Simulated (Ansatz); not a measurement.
We consider rock-salt MgS, described by G0W0@PBE0 in Ansatz (hard PAW, contour deformation).

The same calculation (at the measured cell, 17.609 Å³/atom) with different numerical settings; throughout: k mesh 2×2×2:

```csv
run,response cutoff (eV),empty bands,quasiparticle gap on the mesh (eV),quasiparticle gap at Γ (eV),rough time
1,100,147,4.276,5.552,20 core-s
2,150,270,4.391,5.616,40 core-s
3,200,416,4.444,5.646,80 core-s
4,250,581,4.480,5.667,3 core-min
5,300,763,4.500,5.679,3 core-min
```

In the column quasiparticle gap on the mesh (eV) the first row differs from the last by -0.224 and the next to last by -0.020.

The last row is no converged limit: other settings stay fixed.

Note: GW on a hybrid start was not checked against another program.

Ansatz is a first-principles code.
